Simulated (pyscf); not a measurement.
Structures and frequencies: ωB97X-D3(BJ)/def2-SVP in PySCF.

`[OH][W]([F])([F])([F])([F])[F]` → `[O]=[W]([F])([F])([F])[F]` + `[FH]`
Surface: singlet. Broken: H–O, F–W. Formed: F–H. Give ΔE‡ and ΔE from PBE/def2-TZVP, relative to the reactant's lowest minimum found.

ΔE‡ = 22.5 kcal/mol, ΔE = +11.4 kcal/mol. ωB97M-D3(BJ)/def2-TZVP gives 27.0 kcal/mol and +10.6 kcal/mol. Zero-point energy shifts the barrier by -1.6 kcal/mol. It is an elimination, with an imaginary mode of 1279i cm⁻¹. This is the saddle that the search found; another between the same sides may lie lower. Elements past Kr carry the def2 core potentials, without spin-orbit coupling.
